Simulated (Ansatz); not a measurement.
Ansatz (a first-principles code) input (PBE/pcseg-3): A basis named .json is the Basis Set Exchange file of that set (core-valence sets with the plain set on hydrogen).

Ansatz 0.2 input:
```yaml
crystal:
  periodic: [false, false, false]
  atoms:
    - {symbol: S, position_ang: [1.84252900, 0.00001300, -0.10154300]}
    - {symbol: H, position_ang: [1.82277900, -0.96181000, 0.83465000]}
    - {symbol: H, position_ang: [1.82187700, 0.96186000, 0.83462200]}
basis:
  gaussian:
    orbitals: pcseg-3.json
hamiltonian:
  xc: {name: PBE}
magnetization: {spin_polarized: false}
```

Output:

```
Functional definition: PBE
integrals: 0.03 GiB planned
500 factors; their error is unknown
mean field: 0.32 GiB planned
mean field evaluation 1: about -10863.0642 eV, gradient 1.7e1 eV
mean field evaluation 2: about -10863.0350 eV, gradient 1.9e1 eV
mean field evaluation 4: about -10863.9473 eV, gradient 1.0e0 eV
mean field evaluation 8: about -10863.9428 eV, gradient 3.9e-3 eV
mean field -10863.94275690 eV, -399.2425324712 hartree, gradient 4.4e-5 eV, S^2 0.000000; 0 other end points of the search recorded, 0 dependent functions left out
reference -10863.94279044 eV, -399.2425337039 hartree; 9, 9 occupied and 121, 121 virtual orbitals, 500 factors
Total energy: -10863.94279044 eV, -399.2425337039 hartree
```
